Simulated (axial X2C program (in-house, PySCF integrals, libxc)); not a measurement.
**Outer orbitals of S₂⁻ at 2.015 Å, B3LYP**

Computed with an in-house relativistic program for diatomic molecules. Spin-free means the one-electron spin-free X2C Hamiltonian; two-component (2c) means X2C with spin–orbit coupling and atomic mean-field two-electron Coulomb and Gaunt terms, so the difference of the two also holds small scalar two-electron terms. Basis: S dyall-av3z [9s8p3d2f] (cores contracted in-house); Gaussian nuclei, density fitting, unrestricted open shells. Masses: S 31.972 u.

The distance is close to the 2c PBE0 minimum; the highest filled and lowest empty levels are listed.

Spin-free orbitals, state M_S = 1/2, Λ = 1 (beyond evenly filled blocks: π+α, π+β, π-α) (Löwdin shares):

```json
{"symmetry": "σα", "occupied": "yes", "ε (eV)": "-15.18", "atomic character": "76% S s, 14% S p, 8% S d"}
{"symmetry": "σβ", "occupied": "yes", "ε (eV)": "-14.79", "atomic character": "74% S s, 15% S p, 8% S d"}
{"symmetry": "σα", "occupied": "yes", "ε (eV)": "-10.50", "atomic character": "70% S s, 21% S p, 7% S d"}
{"symmetry": "σβ", "occupied": "yes", "ε (eV)": "-9.81", "atomic character": "69% S s, 22% S p, 7% S d"}
{"symmetry": "σα", "occupied": "yes", "ε (eV)": "-3.93", "atomic character": "85% S p, 12% S s"}
{"symmetry": "σβ", "occupied": "yes", "ε (eV)": "-3.67", "atomic character": "84% S p, 13% S s"}
{"symmetry": "π+α", "occupied": "yes", "ε (eV)": "-3.04", "atomic character": "93% S p, 4% S d"}
{"symmetry": "π-α", "occupied": "yes", "ε (eV)": "-3.04", "atomic character": "93% S p, 4% S d"}
{"symmetry": "π+β", "occupied": "yes", "ε (eV)": "-2.61", "atomic character": "93% S p, 5% S d"}
{"symmetry": "π-β", "occupied": "yes", "ε (eV)": "-2.21", "atomic character": "92% S p, 5% S d"}
{"symmetry": "π+α", "occupied": "yes", "ε (eV)": "-0.06", "atomic character": "78% S p, 17% S d, 5% S f"}
{"symmetry": "π-α", "occupied": "yes", "ε (eV)": "-0.06", "atomic character": "78% S p, 17% S d, 5% S f"}
{"symmetry": "π+β", "occupied": "yes", "ε (eV)": "0.51", "atomic character": "77% S p, 18% S d, 4% S f"}
{"symmetry": "π-β", "occupied": "no", "ε (eV)": "2.04", "atomic character": "76% S p, 20% S d, 4% S f"}
{"symmetry": "σα", "occupied": "no", "ε (eV)": "3.43", "atomic character": "90% S p, 6% S d"}
{"symmetry": "σβ", "occupied": "no", "ε (eV)": "3.46", "atomic character": "91% S p, 6% S d"}
{"symmetry": "σα", "occupied": "no", "ε (eV)": "4.31", "atomic character": "63% S s, 36% S p"}
```

The highest filled level is positive, so this functional does not bind it, and the empty levels of an anion are set by the basis.

Spinors with spin–orbit coupling (state Ω = 3/2):

| ω | occupied | ε (eV) | atomic character | λ mixture |
| --- | --- | --- | --- | --- |
| 1/2 | yes | -15.18 | 76% S s, 14% S p, 8% S d | 100% σ |
| -1/2 | yes | -14.78 | 74% S s, 15% S p, 8% S d | 100% σ |
| 1/2 | yes | -10.50 | 70% S s, 21% S p, 7% S d | 100% σ |
| -1/2 | yes | -9.80 | 69% S s, 22% S p, 7% S d | 100% σ |
| 1/2 | yes | -3.92 | 85% S p, 12% S s | 100% σ |
| -1/2 | yes | -3.67 | 84% S p, 13% S s | 100% σ |
| -1/2 | yes | -3.06 | 93% S p, 4% S d | 100% π |
| 3/2 | yes | -3.01 | 93% S p, 4% S d | 100% π |
| 1/2 | yes | -2.63 | 93% S p, 5% S d | 100% π |
| -3/2 | yes | -2.18 | 92% S p, 5% S d | 100% π |
| -1/2 | yes | -0.08 | 78% S p, 17% S d, 5% S f | 100% π |
| 3/2 | yes | -0.03 | 78% S p, 18% S d, 5% S f | 100% π |
| 1/2 | yes | 0.49 | 77% S p, 18% S d, 4% S f | 100% π |
| -3/2 | no | 2.07 | 76% S p, 20% S d, 4% S f | 100% π |
| 1/2 | no | 3.46 | 90% S p, 6% S d | 100% σ |
| -1/2 | no | 3.49 | 91% S p, 6% S d | 100% σ |
| 1/2 | no | 4.31 | 63% S s, 36% S p | 100% σ |

The highest filled level is positive, so this functional does not bind it, and the empty levels of an anion are set by the basis.

How does the gap between the highest filled and lowest empty level change from the spin-free to the 2c table?

From 1.53 to 1.58 eV at B3LYP, a change of 0.05 eV.

Mulliken charges and populations of the two-component result (they depend on the basis, above all on diffuse functions):

S1 -0.50 e (s 5.93 p 10.44 d 0.12 f 0.01), S2 -0.50 e (s 5.93 p 10.44 d 0.12 f 0.01). ⟨Lz⟩ = 1.00 ħ and ⟨Sz⟩ = 0.50 ħ (0.25 and 0.25 on the two atoms), which add up to Ω.

The state is one determinant whose occupation by symmetry is held fixed; it was picked as the lowest of a PBE0 search that is not exhaustive. Density functionals use the spin component along the axis (collinear). Without a current term, density functionals place determinants with orbital angular momentum somewhat too high. The highest occupied level of some functionals is positive through self-interaction error; at Hartree–Fock it is bound.
